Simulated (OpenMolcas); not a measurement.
## How methods differ on C2F3 (trifluorovinyl radical)

C2F3 has 5 atoms, charge 0, and is taken as a doublet. As SMILES, `F[C]=C(F)F`. The coordinates come from a PBE0-D4/def2-TZVP relaxation.

Quantity: the dipole moment, in D. The values are calculated.

| level | kind | program | value (D) | CPU time |
| --- | --- | --- | --- | --- |
| UHF/aug-cc-pVDZ | Hartree–Fock | OpenMolcas | 0.60 | 22 s |
| USVWN5/aug-cc-pVDZ | LDA | OpenMolcas | 0.36 | 49 s |
| U-r2SCAN/aug-cc-pVDZ | meta-GGA | OpenMolcas | 0.32 | 1.9 min |
| UM06-L/aug-cc-pVDZ | meta-GGA | OpenMolcas | 0.31 | 1.9 min |
| UB3LYP/aug-cc-pVDZ | global hybrid | OpenMolcas | 0.39 | 90 s |
| UBHLYP/aug-cc-pVDZ | global hybrid | OpenMolcas | 0.47 | 86 s |
| UM06-2X/aug-cc-pVDZ | hybrid meta-GGA | OpenMolcas | 0.42 | 2 min |
| UPBE0/aug-cc-pVDZ | global hybrid | OpenMolcas | 0.38 | 85 s |

The values span 0.31 to 0.60 D. Spin contamination of the reference (⟨S²⟩ at least 0.1 too high) touches UHF/aug-cc-pVDZ. Magnitudes only. CPU times are rough (shared hosts, several kinds of processor): they show what a rung costs within a factor of a few.
